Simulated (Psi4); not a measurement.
# C2HClF2 (SMILES FC(F)=CCl): MP2/cc-pCVTZ (density fitting, density fitting for correlation, sweep point 4)

Aim: the vertical electron affinity of C2HClF2 at MP2/cc-pCVTZ (density fitting, density fitting for correlation, sweep point 4), from 2 runs. 

Program for the calculation: Psi4 1.11.

## (1) The structure to begin with

The species is C2HClF2 (6 atoms), meant as a singlet with charge 0. As SMILES, `FC(F)=CCl`. The coordinates come from a PBE0-D4/def2-TZVP relaxation.

Bond lengths: F1–C2 1.312 Å, C2–F3 1.305 Å, C2–C4 1.321 Å, C4–Cl5 1.706 Å, C4–H6 1.079 Å. Angles: F1–C2–F3 111.1°, F1–C2–C4 123.1°, F3–C2–C4 125.8°, C2–C4–Cl5 122.3°, C2–C4–H6 120.1°, Cl5–C4–H6 117.5°.

## (2) The energy at MP2/cc-pCVTZ (density fitting, density fitting for correlation, sweep point 4)

File c2hclf2.py:

```python
import psi4

psi4.set_memory(1600000000)
psi4.set_num_threads(1)
psi4.core.set_output_file('output.dat', False)

m = psi4.geometry("""
0 1
F      0.901010    -0.810380     1.342040
C      0.267650    -0.562200     0.220370
F      0.192510    -1.632620    -0.522730
C     -0.218360     0.626770    -0.086550
Cl    -1.039010     0.926430    -1.552100
H     -0.103800     1.452000     0.598970
symmetry c1
""")

psi4.set_options({
    'basis': 'cc-pCVTZ',
    'reference': 'rhf',
    'puream': True,
    'scf_type': 'df',
    'num_frozen_docc': 0,
})

energy_value, wavefunction = psi4.energy("mp2", return_wfn=True)
print('E =', round(energy_value, 9))
```

Started as:

```console
python c2hclf2.py
```

output.dat:

```text
[...]
  Running in c1 symmetry.
[...]
  Nuclear repulsion =  213.574873883427927
[...]
  Multiplicity = 1
[...]
  Nalpha       = 24
  Nbeta        = 24
[...]
    Number of basis functions: 245
[...]
   @DF-RHF iter   1:  -734.71054800264369   -3.45937e-01   1.71788e-03 DIIS/ADIIS
[...]
   @DF-RHF iter  12:  -734.77839954079525   -1.29603e-11   4.26311e-09 DIIS
[...]
    Orbital Energies [Eh]
    ---------------------
    Doubly Occupied:
       1A   -104.857847     2A    -26.361446     3A    -26.360607
       4A    -11.442486     5A    -11.307790     6A    -10.582498
       7A     -8.049274     8A     -8.047604     9A     -8.047522
      10A     -1.724451    11A     -1.658734    12A     -1.182852
      13A     -1.041912    14A     -0.893116    15A     -0.822464
      16A     -0.782528    17A     -0.762926    18A     -0.706011
      19A     -0.685795    20A     -0.665658    21A     -0.600973
      22A     -0.528540    23A     -0.471487    24A     -0.378504
[...]
  @DF-RHF Final Energy:  -734.77839954079525
   => Energetics <=
    Nuclear Repulsion Energy =            213.5748738834279266
    One-Electron Energy =               -1440.7804928496927914
    Two-Electron Energy =                 492.4272194254696728
    Total Energy =                       -734.7783995407951352
[...]
 Multipole Moments:
 ------------------------------------------------------------------------------------
     Multipole            Electronic (a.u.)      Nuclear  (a.u.)        Total (a.u.)
 ------------------------------------------------------------------------------------
 L = 1.  Multiply by 2.5417464519 to convert [e a0] to [Debye]
 Dipole X            :          0.5349803           -0.4645792            0.0704011
 Dipole Y            :         -2.2787523            2.5935583            0.3148060
 Dipole Z            :         -0.2001714            0.5147756            0.3146041
 Magnitude           :                                                    0.4505940
[...]
```

On the terminal:

```text
E = -736.33475493
```

Run time: 9 s. Hardware: 1 thread of Intel Xeon at 2.70GHz, shared host; peak memory 0.69 GiB.

## (3) The doublet anion, same level

File run.py:

```python
import psi4

psi4.set_memory('1600 MB')
psi4.set_num_threads(1)
psi4.core.set_output_file('c2hclf2.out', False)

mol = psi4.geometry("""
-1 2
F      0.901010    -0.810380     1.342040
C      0.267650    -0.562200     0.220370
F      0.192510    -1.632620    -0.522730
C     -0.218360     0.626770    -0.086550
Cl    -1.039010     0.926430    -1.552100
H     -0.103800     1.452000     0.598970
symmetry c1
""")

psi4.set_options(dict(basis='cc-pCVTZ', reference='uhf', puream=True, scf_type='df', num_frozen_docc=0, maxiter=100))

e_tot, wfn = psi4.energy("mp2", return_wfn=True)
print(f'mp2 energy: {e_tot:.10f} Eh')
```

Started as:

```console
python run.py
```

c2hclf2.out:

```text
[...]
  Running in c1 symmetry.
[...]
  Nuclear repulsion =  213.574873883427927
[...]
  Multiplicity = 2
[...]
  Nalpha       = 25
  Nbeta        = 24
[...]
    Number of basis functions: 245
[...]
   @DF-UHF iter   1:  -734.56369233443263   -1.99081e-01   1.91658e-03 ADIIS/DIIS
[...]
   @DF-UHF iter  17:  -734.66517682364235   -7.17364e-11   9.29093e-09 DIIS
[...]
   @S^2 Observed:                7.684031265E-01
[...]
    Orbital Energies [Eh]
    ---------------------
    Alpha Occupied:
       1A   -104.624725     2A    -26.100620     3A    -26.097480
       4A    -11.091701     5A    -10.994067     6A    -10.348720
       7A     -7.815086     8A     -7.814701     9A     -7.814597
      10A     -1.466759    11A     -1.402806    12A     -0.932448
      13A     -0.780316    14A     -0.636167    15A     -0.563168
      16A     -0.556671    17A     -0.510558    18A     -0.477418
      19A     -0.432982    20A     -0.397904    21A     -0.350559
      22A     -0.309811    23A     -0.241322    24A     -0.182006
      25A      0.064364
    Alpha Virtual:
[...]
  @DF-UHF Final Energy:  -734.66517682364235
   => Energetics <=
    Nuclear Repulsion Energy =            213.5748738834279266
    One-Electron Energy =               -1452.9860284782944291
    Two-Electron Energy =                 504.7459777712241475
    Total Energy =                       -734.6651768236423550
  UHF NO Occupations:
  HONO-2 :   23  A 1.9977460
  HONO-1 :   24  A 1.9947012
[...]
 Multipole Moments:
 ------------------------------------------------------------------------------------
     Multipole            Electronic (a.u.)      Nuclear  (a.u.)        Total (a.u.)
 ------------------------------------------------------------------------------------
 L = 1.  Multiply by 2.5417464519 to convert [e a0] to [Debye]
 Dipole X            :          0.5475222           -0.4645792            0.0829430
 Dipole Y            :         -2.8573117            2.5935583           -0.2637534
 Dipole Z            :         -0.4961517            0.5147756            0.0186239
 Magnitude           :                                                    0.2771142
[...]
```

Standard output:

```text
mp2 energy: -736.2280247828 Eh
```

It took 16 s on 1 thread of Intel Xeon at 2.70GHz, shared host; peak memory 0.7 GiB.

## (4) Results

At MP2/cc-pCVTZ (density fitting, density fitting for correlation, sweep point 4):

| quantity | value |
| --- | --- |
| singlet C2HClF2: total energy | -736.33475 Eh |
| singlet C2HClF2: HOMO energy (Hartree–Fock orbitals) | -10.30 eV |
| singlet C2HClF2: LUMO energy (Hartree–Fock orbitals) | 4.22 eV |
| singlet C2HClF2: HOMO–LUMO gap (Hartree–Fock orbitals) | 14.52 eV |
| singlet C2HClF2: correlation energy | -1556.4 mEh |
| doublet anion: total energy | -736.22802 Eh |
| doublet anion: HOMO energy (Hartree–Fock orbitals) (highest over α and β) | 1.75 eV |
| doublet anion: LUMO energy (Hartree–Fock orbitals) (lowest over α and β) | 9.42 eV |
| doublet anion: correlation energy | -1562.8 mEh |
| doublet anion: ⟨S²⟩ of the reference determinant | 0.768 |
| vertical electron affinity (to the doublet anion) | -2.904 eV |

In words: The anion lies 2.90 eV (280 kJ/mol) above the neutral: the electron isn't bound at this level, and such a value depends on the basis. Without diffuse functions anions come out too high. The HOMO (doublet anion) lies at positive energy, 1.75 eV: the electron is unbound at this level or held by a compact basis; values depend on the basis.
